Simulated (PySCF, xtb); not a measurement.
C4H8, SMILES C=C(C)C (connectivity only; charge and spin as stated), charge +1, multiplicity 2.

Coordinates come from a PBE0-D3(BJ)/def2-SVP optimisation. The spin state was assumed, not searched.

Level of theory: PySCF 2.14.0 with C-PCM-PBE0/def2-SVP.

The values are the electrostatic part of the solvation free energy, E(continuum) − E(gas) at the gas-phase geometry, in a cavity of scaled van der Waals radii (PySCF's table); cavitation and dispersion terms are not included.

Computed values in water (ε = 78.36), acetonitrile (ε = 35.69), N,N-dimethylformamide (ε = 37.22):
| solvent | ε | ΔG(elec) (kcal/mol) |
|---|---|---|
| water | 78.36 | -58.9 |
| acetonitrile | 35.69 | -58.0 |
| N,N-dimethylformamide | 37.22 | -58.1 |

For comparison, GFN2-xTB/ALPB(water) (xtb, at the GFN2-xTB geometry, all terms of that model) gives -58.8 kcal/mol.
